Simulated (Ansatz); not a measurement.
# Antifluorite Mg2Sn

Method: PBE in Ansatz (plane waves, PAW).

Settings: plane-wave cutoff 520 eV, 20×20×20 k mesh, Fermi–Dirac smearing 0.05 eV, scalar-relativistic PAW data made under PBE.

Cell: measured lattice: a = b = c = 6.7665 Å, α = β = γ = 90.00°.

```json
{
  "elastic constant C11": "75.7 GPa",
  "elastic constant C12": "28.8 GPa",
  "elastic constant C44": "32.4 GPa",
  "Voigt–Reuss–Hill bulk modulus": "44.5 GPa",
  "Voigt–Reuss–Hill shear modulus (Hill average)": "28.4 GPa"
}
```

Note: the solid has no gap at this level, which affects its response; the cell isn't this level's own, so it is under some stress, which shifts stiffness and frequencies.

Elastic constants are with the ions relaxed.

Spin–orbit coupling is not included.

Ansatz is a first-principles code.
